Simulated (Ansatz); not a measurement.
System: hcp Hf. Method: revPBE (PAW; Ansatz, a first-principles code).

Numerical settings: plane-wave cutoff 520 eV, 18×18×8 k mesh (along the axes of the cell as run), Fermi–Dirac smearing 0.1 eV, perturbation theory, scalar-relativistic PAW data made under PBE.

Computed at the level's own relaxed cell.

```yaml
crystal:
  lattice:
    - [3.22574, 0.00000, 0.00000]
    - [-1.61287, 2.79357, 0.00000]
    - [0.00000, 0.00000, 5.09848]
  atoms:
    - { symbol: Hf, position: [0.66667, 0.33333, 0.75000] }
    - { symbol: Hf, position: [0.33333, 0.66667, 0.25000] }
```

Harmonic phonon frequencies (cm⁻¹; i marks an imaginary mode):

```csv
q point,frequencies
Γ,0 0 0 79 79 98
M,64 72 115 118 121 130
K,___
A,56 56 56 56 105 105
```

Question: What belongs in the gaps?

Answer: 
- K, frequencies: 98 98 107 107 111 148

No imaginary mode appears at these points.
